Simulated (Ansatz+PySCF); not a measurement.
The numbers below are computed, except where a source is named.
Several solutions for doublet O₂(+)

```xyz
2

O     0.0000    0.0000   -0.5492
O     0.0000    0.0000    0.5492
```

Basis set: def2-SVP (spherical functions). Charge 1, multiplicity 2.

UHF was run from several starts with Ansatz (development build ahead of 0.2.0) and PySCF 2.14.0.

```
run  program                                 start  converged  energy (hartree)  <S²>
  A    PySCF                      program defaults        yes        -149.03793  0.76
  B   Ansatz               stability test followed        yes        -149.04364  1.05
  C    PySCF      guess 1e, instabilities followed        yes        -149.04364  1.05
  D   Ansatz               atomic start, no search        yes        -149.03792  0.76
  E    PySCF   guess minao, instabilities followed        yes        -149.04364  1.05
  F    PySCF    guess atom, instabilities followed        yes        -149.04364  1.05
  G    PySCF  guess huckel, instabilities followed        yes        -149.04364  1.05
  H   Ansatz           search for the lowest state        yes        -149.04364  1.05
```

Problem. Which runs reached the lowest solution of this kind, and what is wrong with the others?

Solution. B, C, E, F, G, H reached the lowest solution found. Converged but too high: A by 0.16 eV, D by 0.16 eV. Convergence only shows a stationary point, and even a stable one can lie too high; stability tests and further starts are what find lower ones. Caution: the unrestricted determinant is spin contaminated. Caution: the determinant breaks the point group.
